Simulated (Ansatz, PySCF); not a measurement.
System: CH$_{2}$O (charge +1, doublet). 
Coordinates optimised at B3LYP-D3(BJ)/def2-TZVP (Ansatz, an electronic-structure program):
```
C
O 1 1.1868
H 1 1.1200 2 120.20
H 1 1.1200 3 119.60 2 -180.00
```
Charge +1, spin multiplicity 2.

Total electronic energies in hartree. Cores are frozen in the correlated levels unless marked. UHF or UKS for open shells. Spin-orbit coupling is left out. Non-relativistic. Basis-set limits of correlation are two-point, X^-3; Hartree-Fock from the larger set. The bracket is a focal-point correction in the basis named.

| level | program | energy (Eh) |
|---|---|---|
| HF/def2-QZVPPD | Ansatz | -113.57571 |
| PBE/def2-TZVPD | Ansatz | -114.02616 |
| revPBE-D4/def2-TZVPD | Ansatz + dftd4 | (withheld) |
| BP86-D4/def2-TZVPD | PySCF + dftd4 | -114.15585 |
| TPSS-D3(BJ)/def2-TZVPD | PySCF + dftd3 | -114.17710 |
| r2SCANh/def2-TZVPD | Ansatz | -114.08681 |
| CAM-B3LYP/def2-TZVPD | Ansatz | (withheld) |
| B2GP-PLYP-D4/def2-TZVPD | Ansatz + dftd4 | -114.04375 |
| B2PLYP-D3(BJ)/def2-TZVPD | Ansatz + dftd3 | (withheld) |
| MP2/def2-SVPD | Ansatz | -113.70534 |
| SCS-MP2/cc-pVDZ | Ansatz | -113.79179 |
| SCS-MP2/cc-pwCVTZ | Ansatz | -113.90187 |
| CCSD/6-31G* | Ansatz | -113.79864 |
| CCSD/cc-pVQZ | Ansatz | -113.95259 |
| CCSD/def2-QZVPPD | Ansatz | -113.95308 |
| CCSD(T)/def2-SVP | Ansatz | -113.73239 |
| CCSD(T)/def2-TZVPP | Ansatz | -113.93960 |
| CCSD(T)/def2-QZVPPD | Ansatz | -113.96843 |
| CCSDT/cc-pVDZ | Ansatz | -113.83588 |
| RI-MP2/CBS(def2-TZVPPD,def2-QZVPPD)+[CCSD(T)-MP2]/def2-TZVPPD | Ansatz | -113.9884 |
| RI-MP2/CBS(def2-TZVPPD,def2-QZVPPD)+[CCSD(T)-MP2]/def2-QZVPPD | Ansatz | -113.9863 |
| CCSD(T)/CBS(def2-TZVPP,def2-QZVPP) | Ansatz | -113.9852 |
| CCSD(T)/CBS(def2-TZVPPD,def2-QZVPPD) | Ansatz | -113.9848 |

Complete the blanks.


- revPBE-D4/def2-TZVPD, energy (Eh): -114.13058
- CAM-B3LYP/def2-TZVPD, energy (Eh): -114.10508
- B2PLYP-D3(BJ)/def2-TZVPD, energy (Eh): -114.06898
